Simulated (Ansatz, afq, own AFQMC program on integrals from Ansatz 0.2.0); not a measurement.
Integrals from Ansatz 0.2.0, then the random walk in our own AFQMC program (afq).

```yaml
crystal:
  periodic: [false, false, false]
  atoms:
    - {symbol: B, position_ang: [0.000000, -0.458669, 0.658259]}
    - {symbol: O, position_ang: [0.000000, 0.287806, -0.446188]}
    - {symbol: H, position_ang: [0.000000, 0.562282, 1.290143]}
    - {symbol: H, position_ang: [0.000000, -0.211126, -1.268020]}
basis:
  gaussian: {orbitals: cc-pVDZ}
magnetization: {spin_polarized: true, initial_magnetization: 1}
correlation: {method: ccsd_t, electrons: outside_noble_gas, hamiltonian_folder: ham}
```

```sh
$ ansatz run in.yaml --threads 1 --pin off --events-out ev --progress --plain --max-ram 1382MiB
```

afq runs on the folder ham with

```
--method free --trial cisd --walkers 60 --time-step 0.03 --max-blocks 80 --target-error 0.0004 --factor-cut 1e-05 --seed 766 --times 0,0.21,0.42,0.81,1.2,1.8,2.4,3 --taylor-order 8
```

Times are imaginary, in 1/Eh. The walk had a cap of 1172 s.

Log:

```
orbitals 36  electrons 6 5  factors 283 of 347
reference energy -100.65730743 Eh
CCSD correlation -0.27525019 Eh in 13 cycles, weight of the determinant in the CISD state 0.9054
repeat  energy at the last time / Eh  error
    10  -100.939450  0.001102
    20  -100.939492  0.000946
    30  -100.939494  0.000707
    40  -100.939860  0.000727
    50  -100.939686  0.000716
    60  -100.939409  0.000713
    70  -100.939783  0.000681
    80  -100.939843  0.000611
time / (1/Eh)  energy / Eh  error  mean overlap
  0.00  -100.932656  0.000251  1.1047
  0.21  -100.936799  0.000260  1.1045
  0.42  -100.938835  0.000259  1.1039
  0.81  -100.940153  0.000325  1.0961
  1.20  -100.940154  0.000369  1.1107
  1.80  -100.940226  0.000408  1.1311
  2.40  -100.940358  0.000545  1.1370
  3.00  -100.939843  0.000611  1.1281
energy -100.939843 +/- 0.000611 Eh
```

The run passed its tests (error under three times the target), which doesn't prove that it has relaxed.

Against this walk (error 16.6 meV) on the same determinant: CCSD(T) 8.0 meV higher (within the noise), CCSDT(Q) 27.4 meV lower (within the noise). The error is statistical, and a free projection of finite length keeps a remainder of its start.

Cautions: remainder of the start not in the error; error above the target (16.6 against 10.9 meV).

The walk took 4.5 min on 1 thread of Arm Neoverse V1 (shared host). The log's last line is the free-projection energy.

CCSDT and higher add their correlation energy to the determinant of the CCSD(T) run, since their own runs factorise the integrals more tightly (a shift of under 2 meV). A walk keeps the symmetry of its determinant, which the program's search chose and which needn't be the lowest solution, so a lower state of the same spin and another symmetry isn't excluded.
